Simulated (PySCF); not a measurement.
Species: C3H4ClNO.
Geometry (PBE0-D3(BJ)/def2-SVP, Å), atoms numbered from 1 in this order:
```xyz
10
C3H4ClNO angstrom
N     -1.7320    0.4792    0.3124
C     -0.5425    0.0008   -0.1395
O     -0.4245   -0.5638   -1.2098
C      0.6052    0.2263    0.7856
C      1.8104   -0.2110    0.4153
Cl     3.2250   -0.0262    1.3607
H     -2.5464    0.3580   -0.2743
H     -1.8287    0.9491    1.1997
H      0.4625    0.7382    1.7412
H      1.9471   -0.7213   -0.5423
```

Method used: core-valence-separated Tamm–Dancoff BHandHLYP/aug-pcX-1 (pcseg-1 on H, def2-SVPD on Cl) in PySCF, non-relativistic, gas phase, PBE0-D3(BJ)/def2-SVP geometry. BHandHLYP without relativity tends to put these K edges a few eV too low, so spacings mean more than positions.

The lowest roots of each edge with f over 0.003 (five at most, numbered afresh; weaker and dark ones are left out), with transition dipoles (au) in the frame of the coordinates:

```
root  edge  E (eV)       f       μx       μy       μz
   1     C  282.59  0.0455  -0.0147  -0.0713   0.0356
   2     C  283.29  0.0662   0.0176   0.0859  -0.0430
   3     C  284.83  0.0755   0.0198   0.0909  -0.0465
   4     C  285.99  0.0251  -0.0589   0.0102  -0.0042
   5     C  286.03  0.0549  -0.0442  -0.0271  -0.0717
   6     N  399.32  0.0196   0.0080   0.0394  -0.0197
   7     N  400.12  0.0129   0.0241  -0.0154  -0.0225
   8     N  401.05  0.0341  -0.0322  -0.0169  -0.0464
   9     N  402.55  0.0034  -0.0040  -0.0163   0.0082
  10     N  403.06  0.0078  -0.0267   0.0077   0.0034
  11     O  529.16  0.0351  -0.0098  -0.0455   0.0232
  12     O  533.35  0.0076   0.0049   0.0214  -0.0103
  13     O  533.73  0.0043   0.0117   0.0036   0.0135
```

Question: What is the unit vector of the normal of the molecular plane, and which share of each root's |μ|² lies along it?

Answer: (0.18, 0.88, -0.44), up to sign.

| root | core hole on | share along it | final orbital under reflection in the plane |
| --- | --- | --- | --- |
| 1 | C4 | 1.00 | odd |
| 2 | C5 | 1.00 | odd |
| 3 | C2 | 1.00 | odd |
| 4 | C4 + C5 | 0.00 | even |
| 5 | C4 + C5 | 0.00 | even |
| 6 | N1 | 1.00 | odd |
| 7 | N1 | 0.00 | even |
| 8 | N1 | 0.00 | even |
| 9 | N1 | 1.00 | odd |
| 10 | N1 | 0.00 | even |
| 11 | O3 | 1.00 | odd |
| 12 | O3 | 1.00 | odd |
| 13 | O3 | 0.00 | even |

The 1s orbitals of atoms in the plane are even under the reflection, so light polarised along the normal reaches odd orbitals alone (the out-of-plane π set) and light polarised in the plane even ones.

Question: For fixed molecules, how does the intensity of root 1 change when the electric field is turned 60° away from the normal of the molecular plane?

Answer: Intensity goes as (E·μ)², and μ lies along that direction, so it falls to cos²60° = 0.25 of its maximum; it vanishes at 90°.

Question: Molecules are fixed in this frame and the field points along (0, 1, 1)/√2. What effective strengths 3 f cos²θ do the roots have (θ between field and μ)?

Answer: root 1 (C4): 0.013, root 2 (C5): 0.019, root 3 (C2): 0.021, root 4 (C4 + C5): 0.000, root 5 (C4 + C5): 0.103, root 6 (N1): 0.006, root 7 (N1): 0.021, root 8 (N1): 0.059, root 9 (N1): 0.001, root 10 (N1): 0.002, root 11 (O3): 0.010, root 12 (O3): 0.002, root 13 (O3): 0.006. Root 5 is the strongest. Averaged over all orientations cos²θ is 1/3, which gives f back.

The run took 12 s of wall time on an Intel Xeon 6975P-C with one thread, shared host with 192 logical CPUs at a one-minute load of 57, and the process peaked at 0.89 GiB of memory.

One conformer stands for the species.
